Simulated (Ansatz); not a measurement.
Crystal: AlO2, fluorite type, 3 atoms in the cell.

The calculation used Ansatz, r²SCAN, plane waves, PAW datasets (generated soft set 1).

Cutoff 500 eV; k-mesh 12×12×12 Γ-centred; Fermi–Dirac smearing of 0.1 eV; no spin polarisation.

The fit to the energies gives V₀ = 8.497 Å³/atom (a₀ = 4.672 Å), B₀ = 232 GPa, B₀′ = 3.78.

Q: What pressure does the program print at V = 8.066 Å³/atom, and how far above the lowest computed point (V = 8.592 Å³/atom) does the energy lie?

A: 13.37 GPa and 16.54 meV/atom. All points:

```tsv
V (Å³/atom)	a (Å)	E − E(min) (meV/atom)	P (GPa)
8.066	4.5914	16.54	13.37
8.329	4.6407	1.82	4.77
8.592	4.6891	0.00	-2.59
8.855	4.7364	9.56	-8.88
9.118	4.7829	28.67	-14.26
```

The stress includes the program's correction for the finite plane-wave basis.

This cubic structure is a model: it isn't the usual form of the substance at ambient conditions, and such phases are metastable or hypothetical. The k-mesh is modest, so these values aren't fully converged in k.
